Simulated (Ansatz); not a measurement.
Born–Oppenheimer molecular dynamics of C4H5FS (11 atoms, charge 0, multiplicity 1). It goes on from the last frame of an earlier run, with new velocities.

Level of theory: RKS revPBE-D4/STO-3G (Ansatz).

| Item | Value |
| --- | --- |
| ensemble | NVE (velocity Verlet) |
| time step | 0.5 fs |
| steps asked | 250 |
| starting velocities drawn for | 300 K |
| seed | 208415 |

Frames 1 fs apart, positions in Å, forces in eV/Å.

Velocities at 75.0 fs (Å/ps):

```
C -0.40 1.91 8.37
C -0.29 -2.04 -4.94
C 7.29 -2.16 -0.44
S -0.96 3.89 -1.39
C 0.96 -5.56 5.51
F -2.60 -0.32 -4.80
H -5.04 25.50 23.09
H -6.43 -14.94 5.43
H -13.75 -9.97 -14.46
H -5.27 -9.47 18.38
H 19.76 -15.40 1.20
```

```xyz
11
Properties=species:S:1:pos:R:3:forces:R:3 time_fs=75.0 energy_less_start_eV=-0.009 T=309
C -0.981 -1.011 -0.375 -2.47 -1.92 -1.29
C -0.027 -0.116 -0.200 0.62 0.99 0.60
C 0.341 0.741 -1.329 0.27 0.83 -1.33
S 1.450 1.926 -1.143 0.27 0.45 -0.44
C 0.586 0.117 1.204 0.36 -1.05 0.61
F -0.167 -0.556 2.239 0.75 0.65 -0.90
H -1.418 -1.594 0.464 0.11 -0.08 -0.36
H -1.377 -1.096 -1.432 -0.11 -0.40 1.12
H -0.250 0.564 -2.321 0.76 0.01 1.41
H 1.662 -0.266 1.138 -0.45 0.07 0.36
H 0.671 1.215 1.373 -0.11 0.44 0.22
11
Properties=species:S:1:pos:R:3:forces:R:3 time_fs=76.0 energy_less_start_eV=0.003 T=298
C -0.982 -1.010 -0.367 -2.62 -1.98 -1.35
C -0.027 -0.118 -0.205 0.94 1.11 0.89
C 0.348 0.739 -1.330 -0.06 0.68 -1.68
S 1.449 1.930 -1.144 0.29 0.45 -0.44
C 0.587 0.111 1.210 0.26 -1.07 0.28
F -0.169 -0.556 2.233 0.57 0.55 -0.68
H -1.423 -1.569 0.486 0.11 -0.14 -0.35
H -1.384 -1.112 -1.421 -0.09 -0.35 1.14
H -0.260 0.554 -2.329 1.01 0.12 1.68
H 1.655 -0.276 1.158 -0.24 -0.06 0.24
H 0.691 1.202 1.375 -0.17 0.68 0.26
11
Properties=species:S:1:pos:R:3:forces:R:3 time_fs=77.0 energy_less_start_eV=-0.038 T=334
C -0.986 -1.010 -0.360 -2.38 -1.79 -1.09
C -0.026 -0.119 -0.208 1.05 1.05 1.07
C 0.355 0.738 -1.333 -0.19 0.53 -1.56
S 1.448 1.934 -1.146 0.33 0.47 -0.44
C 0.588 0.104 1.216 0.12 -0.76 -0.01
F -0.171 -0.556 2.228 0.36 0.43 -0.43
H -1.426 -1.546 0.504 0.08 -0.23 -0.25
H -1.392 -1.133 -1.399 -0.19 -0.31 0.81
H -0.260 0.546 -2.320 1.02 0.17 1.53
H 1.646 -0.285 1.180 0.06 -0.20 0.12
H 0.708 1.196 1.380 -0.24 0.65 0.26
11
Properties=species:S:1:pos:R:3:forces:R:3 time_fs=78.0 energy_less_start_eV=-0.108 T=392
C -0.991 -1.012 -0.354 -1.83 -1.37 -0.56
C -0.024 -0.119 -0.212 0.95 0.81 1.16
C 0.363 0.737 -1.336 -0.09 0.42 -1.00
S 1.448 1.938 -1.148 0.37 0.51 -0.44
C 0.590 0.097 1.222 0.02 -0.22 -0.25
F -0.173 -0.556 2.223 0.12 0.29 -0.17
H -1.429 -1.524 0.519 0.03 -0.34 -0.11
H -1.402 -1.156 -1.370 -0.39 -0.31 0.20
H -0.250 0.539 -2.297 0.78 0.15 0.97
H 1.637 -0.297 1.204 0.35 -0.32 0.00
H 0.723 1.195 1.387 -0.31 0.38 0.20
11
Properties=species:S:1:pos:R:3:forces:R:3 time_fs=79.0 energy_less_start_eV=-0.150 T=428
C -0.998 -1.015 -0.349 -1.11 -0.82 0.07
C -0.022 -0.118 -0.214 0.70 0.45 1.15
C 0.370 0.736 -1.341 0.25 0.38 -0.02
S 1.447 1.942 -1.149 0.42 0.55 -0.45
C 0.591 0.089 1.227 0.07 0.38 -0.45
F -0.175 -0.555 2.217 -0.14 0.14 0.11
H -1.431 -1.506 0.534 -0.01 -0.42 0.04
H -1.415 -1.182 -1.339 -0.60 -0.33 -0.47
H -0.234 0.533 -2.265 0.28 0.04 0.01
H 1.631 -0.312 1.227 0.52 -0.36 -0.11
H 0.735 1.198 1.396 -0.37 -0.01 0.12
11
Properties=species:S:1:pos:R:3:forces:R:3 time_fs=80.0 energy_less_start_eV=-0.135 T=416
C -1.006 -1.019 -0.344 -0.44 -0.27 0.53
C -0.019 -0.117 -0.215 0.35 0.03 1.07
C 0.377 0.736 -1.345 0.75 0.39 1.19
S 1.446 1.947 -1.151 0.46 0.60 -0.46
C 0.593 0.082 1.233 0.30 0.85 -0.63
F -0.177 -0.555 2.211 -0.40 -0.01 0.39
H -1.434 -1.491 0.549 -0.02 -0.46 0.14
H -1.434 -1.211 -1.312 -0.71 -0.32 -0.92
H -0.214 0.527 -2.233 -0.38 -0.14 -1.15
H 1.630 -0.330 1.249 0.48 -0.30 -0.22
H 0.744 1.201 1.406 -0.39 -0.36 0.04
11
Properties=species:S:1:pos:R:3:forces:R:3 time_fs=81.0 energy_less_start_eV=-0.100 T=387
C -1.014 -1.023 -0.338 0.00 0.12 0.61
C -0.016 -0.116 -0.215 -0.04 -0.39 0.93
C 0.385 0.736 -1.348 1.10 0.37 2.12
S 1.446 1.952 -1.154 0.52 0.65 -0.46
C 0.594 0.075 1.238 0.65 1.07 -0.77
F -0.179 -0.554 2.206 -0.65 -0.17 0.64
H -1.436 -1.482 0.565 0.01 -0.45 0.17
H -1.460 -1.243 -1.294 -0.61 -0.21 -0.90
H -0.199 0.521 -2.212 -0.90 -0.29 -2.02
H 1.634 -0.351 1.269 0.27 -0.14 -0.31
H 0.749 1.200 1.417 -0.37 -0.57 -0.02
11
Properties=species:S:1:pos:R:3:forces:R:3 time_fs=82.0 energy_less_start_eV=-0.101 T=387
C -1.022 -1.026 -0.331 0.14 0.30 0.34
C -0.013 -0.115 -0.215 -0.41 -0.77 0.77
C 0.394 0.736 -1.350 0.93 0.18 2.22
S 1.446 1.957 -1.156 0.59 0.72 -0.45
C 0.597 0.069 1.242 1.01 1.04 -0.89
F -0.182 -0.554 2.201 -0.85 -0.30 0.87
H -1.439 -1.476 0.583 0.08 -0.38 0.10
H -1.492 -1.277 -1.284 -0.29 0.01 -0.44
H -0.191 0.511 -2.210 -0.89 -0.28 -2.07
H 1.640 -0.373 1.287 -0.01 0.06 -0.39
H 0.751 1.195 1.428 -0.30 -0.59 -0.06
11
Properties=species:S:1:pos:R:3:forces:R:3 time_fs=83.0 energy_less_start_eV=-0.126 T=408
C -1.030 -1.030 -0.325 0.11 0.33 -0.03
C -0.010 -0.115 -0.214 -0.75 -1.09 0.58
C 0.403 0.737 -1.350 0.22 -0.20 1.48
S 1.446 1.962 -1.158 0.67 0.80 -0.42
C 0.600 0.064 1.245 1.26 0.80 -0.98
F -0.185 -0.554 2.196 -1.01 -0.42 1.05
H -1.441 -1.474 0.602 0.16 -0.28 -0.03
H -1.526 -1.311 -1.278 0.13 0.29 0.16
H -0.192 0.499 -2.227 -0.35 -0.07 -1.29
H 1.647 -0.395 1.300 -0.26 0.25 -0.46
H 0.749 1.183 1.438 -0.19 -0.42 -0.07
11
Properties=species:S:1:pos:R:3:forces:R:3 time_fs=84.0 energy_less_start_eV=-0.115 T=398
C -1.038 -1.033 -0.318 0.07 0.30 -0.27
C -0.008 -0.115 -0.213 -1.03 -1.32 0.39
C 0.413 0.737 -1.349 -0.63 -0.64 0.44
S 1.446 1.967 -1.161 0.74 0.87 -0.39
C 0.604 0.060 1.248 1.31 0.42 -1.05
F -0.188 -0.553 2.192 -1.10 -0.52 1.18
H -1.441 -1.474 0.621 0.25 -0.17 -0.18
H -1.558 -1.343 -1.271 0.51 0.56 0.64
H -0.196 0.487 -2.256 0.36 0.20 -0.20
H 1.650 -0.415 1.309 -0.41 0.39 -0.49
H 0.746 1.168 1.447 -0.06 -0.09 -0.06
11
Properties=species:S:1:pos:R:3:forces:R:3 time_fs=85.0 energy_less_start_eV=-0.063 T=355
C -1.046 -1.036 -0.311 0.12 0.29 -0.30
C -0.006 -0.117 -0.211 -1.24 -1.46 0.19
C 0.422 0.737 -1.347 -1.29 -0.97 -0.41
S 1.446 1.973 -1.163 0.77 0.89 -0.35
C 0.609 0.056 1.250 1.13 0.01 -1.10
F -0.192 -0.554 2.188 -1.13 -0.58 1.25
H -1.439 -1.476 0.637 0.31 -0.07 -0.30
H -1.587 -1.369 -1.258 0.73 0.74 0.85
H -0.197 0.476 -2.288 0.90 0.41 0.70
H 1.650 -0.431 1.314 -0.40 0.46 -0.50
H 0.742 1.152 1.456 0.08 0.29 -0.04
11
Properties=species:S:1:pos:R:3:forces:R:3 time_fs=86.0 energy_less_start_eV=-0.019 T=317
C -1.054 -1.039 -0.305 0.33 0.38 -0.11
C -0.006 -0.120 -0.209 -1.37 -1.51 -0.01
C 0.430 0.736 -1.346 -1.63 -1.15 -0.89
S 1.447 1.979 -1.166 0.75 0.85 -0.30
C 0.615 0.052 1.251 0.75 -0.28 -1.11
F -0.197 -0.554 2.186 -1.08 -0.61 1.26
H -1.434 -1.479 0.651 0.33 -0.01 -0.34
H -1.608 -1.387 -1.237 0.78 0.81 0.75
H -0.189 0.469 -2.312 1.17 0.51 1.24
H 1.647 -0.442 1.313 -0.24 0.43 -0.47
H 0.739 1.138 1.465 0.20 0.59 -0.03
```

Of the whole run (125 fs, mean temperature of the second half 311 K): The conserved energy stayed within 0.14 meV per atom of its start (net change -0.022 meV per atom), so the integration is sound. A run of 0.12 ps of so small a system gives no equilibrium averages. Limits of this set-up: minimal basis.

The run took 4.9 min on 1 thread of Intel(R) Xeon(R) 6975P-C (Granite Rapids), on a shared host, peak memory 0.097 GiB.
